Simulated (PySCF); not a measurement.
Species, as SMILES: P#P (P2).
Geometry (B3LYP-D3(BJ)/def2-TZVP, fixed):
```xyz
2

P      0.0000     0.0000    -0.9447
P      0.0000     0.0000     0.9447
```
Charge 0, spin multiplicity 1.

Basis-set convergence of the lowest singlet excitation energy at PBE with PySCF. Tamm-Dancoff approximation; the state is taken by its order, and sets in which it differs in degeneracy or brightness are left out, yet its character can still change. All functions are spherical. Density fitting with generated auxiliary sets. No added dispersion term, no relativity. Reference: the value in aug-pcseg-3, 3.721 eV, itself unsure by roughly 0.005 eV (its mean distance from aug-cc-pV(Q+d)Z, aug-pcseg-2, aug-cc-pV(T+d)Z). Deviations are taken from unrounded values. Cost is core time over that of aug-cc-pV(D+d)Z, rough, on shared machines of one kind; a dash marks a row that isn't timed (too short, read off another run, short of memory, by another algorithm or on other hardware).

| basis | functions | lowest singlet excitation energy (eV) | minus reference (eV) | cost |
|---|---|---|---|---|
| STO-3G | 18 | 4.581 | 0.861 | - |
| 3-21G | 26 | 4.110 | 0.389 | - |
| 6-31G | 26 | 4.057 | 0.336 | - |
| 6-31G** | 36 | 3.812 | 0.091 | - |
| cc-pV(D+d)Z | 46 | 3.791 | 0.070 | 0.5× |
| 6-311G** | 52 | 3.816 | 0.095 | - |
| aug-cc-pV(D+d)Z | 64 | 3.743 | 0.022 | 1× |
| cc-pV(T+d)Z | 78 | 3.742 | 0.021 | 1× |
| jun-cc-pV(T+d)Z | 96 | 3.723 | 0.002 | 2× |
| aug-cc-pV(T+d)Z | 110 | 3.723 | 0.002 | 2× |
| cc-pV(Q+d)Z | 128 | 3.730 | 0.009 | 3× |
| aug-cc-pV(Q+d)Z | 178 | 3.723 | 0.002 | 5× |
| cc-pV(5+d)Z | 200 | 3.726 | 0.005 | 9× |

The smallest set listed that lies within 0.05 eV of the reference with all its larger relatives (same family, alike in diffuse functions; a set with none counts only in the reference's own line) is aug-cc-pV(D+d)Z (64 functions, 1× in cost, 0.022 eV off).
